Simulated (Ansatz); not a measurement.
We consider HfO2 (P2₁/c, No. 14), described by LDA in Ansatz (PAW).

Input file:

Ansatz 0.2 input:
```yaml
crystal:
  lattice:
    - [0.0, 5.1139961025, 0.0104619414]
    - [5.2077962617, 0.0, 0.0]
    - [0.0, -0.8686491611, -5.2117582533]
  atoms:
    - { symbol: Hf, position: [0.7221997433, 0.9572552832, 0.7916991117] }
    - { symbol: Hf, position: [0.2778002567, 0.4572552832, 0.7083008883] }
    - { symbol: Hf, position: [0.2778002567, 0.0427447168, 0.2083008883] }
    - { symbol: Hf, position: [0.7221997433, 0.5427447168, 0.2916991117] }
    - { symbol: O, position: [0.553693654, 0.2414904091, 0.5186516081] }
    - { symbol: O, position: [0.446306346, 0.7414904091, 0.9813483919] }
    - { symbol: O, position: [0.446306346, 0.7585095909, 0.4813483919] }
    - { symbol: O, position: [0.553693654, 0.2585095909, 0.0186516081] }
    - { symbol: O, position: [0.9270703226, 0.6590979623, 0.6622811008] }
    - { symbol: O, position: [0.0729296774, 0.1590979623, 0.8377188992] }
    - { symbol: O, position: [0.0729296774, 0.3409020377, 0.3377188992] }
    - { symbol: O, position: [0.9270703226, 0.8409020377, 0.1622811008] }
basis:
  ecutwfc: 520
  ecutrho_ratio: 4
  xc_grid: 2
kpoints:
  mp_grid: { grid: [8, 8, 8] }
hamiltonian:
  xc: lda
  dispersion: none
  pseudopotentials: { kind: paw }
scf:
  occupations: { method: fermi_dirac, width: 0.01 }
output:
  forces: true
  stress: true
  eigenvalues: true
relax:
  f_tol: 0.004
  escape_saddle: false
  max_steps: 80
  cell: { stress_tol: 0.02, fix: [volume] }
```

Output (set-up and result lines):

```
Relaxation: its limit of steps is 80 (relax.max_steps)
Crystal: 12 atoms, lattice volume = 138.756 Å³
Basis set: ecut = 520 eV, 3751 PW (Γ), exchange–correlation on 80×80×80 points (8 copies of the dense FFT grid, shifted against one another)
Bands: 92, of which v1, the nominal top of the filled ones, is band 76 counted from 1 (75 counted from 0)
Symmetry: 4 space group operations
Space group: P21/c (ITA 14), of the structure as read, at distance tolerance 5.2e-5 Å
k-points: 170 of 512
Functional: x = slater, c = lda
SCF iter   1: F=—  HF=-66372.725965 eV  |F-HF|=—  |Δ(HF+E_count)|=         —  Δρ=2.08e-2  dr2=5.52e-1
SCF iter   2: F=—  HF=-66372.592892 eV  |F-HF|=—  |Δ(HF+E_count)|=   1.33e-1  Δρ=5.43e-3  dr2=1.23e-2
  ...
SCF 1 converged in 9 iterations: F = -66372.587655 eV  dr2 = 1.36e-8
Crystal: 12 atoms, lattice volume = 138.756 Å³
Basis set: ecut = 520 eV, 3739 PW (Γ), exchange–correlation on 80×80×80 points (8 copies of the dense FFT grid, shifted against one another)
Initial density: handed on by an earlier stage of this run
  ...
SCF 6 converged in 5 iterations: F = -66372.623821 eV  dr2 = 3.77e-9
Crystal: 12 atoms, lattice volume = 138.756 Å³
SCF iter   5: F=—  HF=-66372.623825 eV  |F-HF|=—  |Δ(HF+E_count)|=    0.00e0  Δρ=1.61e-7  dr2=2.76e-11
SCF iter   6: F=-66372.623825 eV  HF=-66372.623825 eV  |F-HF|=0.00e0  |Δ(HF+E_count)|=    0.00e0  Δρ=7.50e-8  dr2=7.05e-12
SCF 7 converged in 6 iterations: F = -66372.623825 eV  dr2 = 7.05e-12
SCF converged after 6 iterations
Free energy (F): -66372.623825 eV
Internal energy: -66372.623825 eV  (E = F + TS)
E sigma→0 (E₀):  -66372.623825 eV
Fermi energy:    15.661498 eV
--- Forces (eV/Å), atoms counted from 1 ---
  atom   1  Hf     0.00031529    -0.00013838     0.00035511
  atom   2  Hf     0.00031529     0.00013838    -0.00035511
  atom   3  Hf    -0.00031529     0.00013838    -0.00035511
  atom   4  Hf    -0.00031529    -0.00013838     0.00035511
  atom   5  O     -0.00006555    -0.00020946    -0.00001064
  atom   6  O     -0.00006555     0.00020946     0.00001064
  atom   7  O      0.00006555     0.00020946     0.00001064
  atom   8  O      0.00006555    -0.00020946    -0.00001064
  atom   9  O      0.00001939    -0.00011867     0.00004637
  atom  10  O      0.00001939     0.00011867    -0.00004637
  atom  11  O     -0.00001939     0.00011867    -0.00004637
  atom  12  O     -0.00001939    -0.00011867     0.00004637
--- Stress (GPa, compression-positive) ---
       -7.845769       0.000000      -0.000000
        0.000000      -7.843348       0.000375
       -0.000000       0.000375      -7.847121
  P = ⅓ Tr σ = -7.8454 GPa (-78.454 kbar)
```

The cell is one volume of an energy–volume scan, off the minimum.

The PAW data were made under PBE.

Note: the relaxation could not lower the start's symmetry, so the cell can be a saddle point above a distorted one.

Computing time: very roughly 23 core-minutes.

Ansatz is a quantum-chemistry and plane-wave program.
